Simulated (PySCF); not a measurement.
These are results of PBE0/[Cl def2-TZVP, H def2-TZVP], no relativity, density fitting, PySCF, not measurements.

Each entry is the lowest minimum that a search over a few typed start shapes (and spin states, where more than one is plausible) found, or that minimum re-optimised at the stated level; isomers with ligand–ligand bonds, or fragments after loss of a ligand pair, can lie lower. Open shells are unrestricted.

ClH4 is a doublet of D4h symmetry with Cl–H 1.477 Å (×4); H–Cl–H 90.0° (×4), H–Cl–H 180.0° (×2). Its wavenumbers are 747 (×2), 771, 1103, 1150, 1379 (×2), 1781, 1855 cm⁻¹.

Problem. What changes when one electron is removed, giving ClH₄⁺?

Solution. It costs 7.25 eV between the minima (7.54 eV with zero-point energy). ClH₄⁺ is a singlet of D4h symmetry with Cl–H 1.363 Å (×4); H–Cl–H 90.0° (×4), H–Cl–H 180.0° (×2); wavenumbers 357, 1140, 1605 (×2), 1946, 2186 (×2), 2263, 2307 cm⁻¹.
